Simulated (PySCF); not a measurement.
Species: C₄H₃NO.
SMILES with atom numbers: `[N:1]#[C:2][CH2:3][CH:4]=[C:5]=[O:6]` (hydrogens: H7, H8 on C3; H9 on C4)

Structure used (GFN2-xTB), in Å, numbered top down from 1:
```
atom  x, y, z in Å
N1    -2.3682    1.2646   -0.4311
C2    -1.5786    0.4509   -0.2906
C3    -0.5606   -0.5557   -0.0928
C4     0.6656    0.0748    0.5301
C5     1.7742    0.2623   -0.1113
O6     2.7825    0.3968   -0.6723
H7    -0.9610   -1.3334    0.5653
H8    -0.3160   -1.0021   -1.0595
H9     0.5755    0.4476    1.5371
```

The calculation used TDDFT B3LYP/def2-SVPD, vertical, gas phase, core orbitals frozen in the response (PySCF 2.14.0, density-fitted response routines).

Transition dipole moments from the ground state, in atomic units and in the frame of the coordinates above (overall signs are arbitrary), for the states with f of 0.002 or more among the lowest 7:

| state | E (eV) | μx | μy | μz |
| --- | --- | --- | --- | --- |
| S2 | 6.124 | 0.297 | -0.171 | 0.100 |
| S4 | 6.685 | -0.006 | 0.077 | -0.173 |
| S5 | 6.791 | -0.140 | 0.091 | 0.004 |
| S6 | 7.112 | -0.632 | -0.169 | 0.105 |
| S7 | 7.180 | 0.330 | -0.116 | -0.025 |

Problem. What oscillator strength does each state have?

Solution. f = (2/3) ΔE |μ|² with ΔE in hartree (27.2114 eV).

```tsv
state	|μ|² (au)	|μ| (D)	f
S2	0.128	0.91	0.019
S4	0.036	0.48	0.006
S5	0.028	0.43	0.005
S6	0.439	1.68	0.076
S7	0.123	0.89	0.022
```

Problem. Which bond between heavy atoms lies closest to the direction of the S6 transition dipole?

Solution. C5–O6 and C4–C5, at 21° from it; next C3–C4 at 35°.

Problem. What angle do the transition dipoles of S2 and S7 make?

Solution. |cos θ| = |μa·μb| / (|μa| |μb|) = 0.92, so θ ≈ 23° (taken between 0 and 90°, since the signs are arbitrary).

Problem. How is the summed strength of these states shared among x, y and z?

Solution. (2/3) Σ ΔE μα² gives 0.105 for x, 0.014 for y and 0.008 for z, 0.128 in all.

Problem. What peak molar absorption coefficient would the strongest computed level give as a lone Gaussian band 0.3 eV wide at half height?

Solution. ε(max) = 2.175×10⁸ f / FWHM, with the width in cm⁻¹. S6: 2.175×10⁸ × 0.0765 / 2420 ≈ 6900 L mol⁻¹ cm⁻¹.

Time: 12 s. Hardware: one thread of an x86-64 server, no GPU, shared host.

One conformer stands for the species.
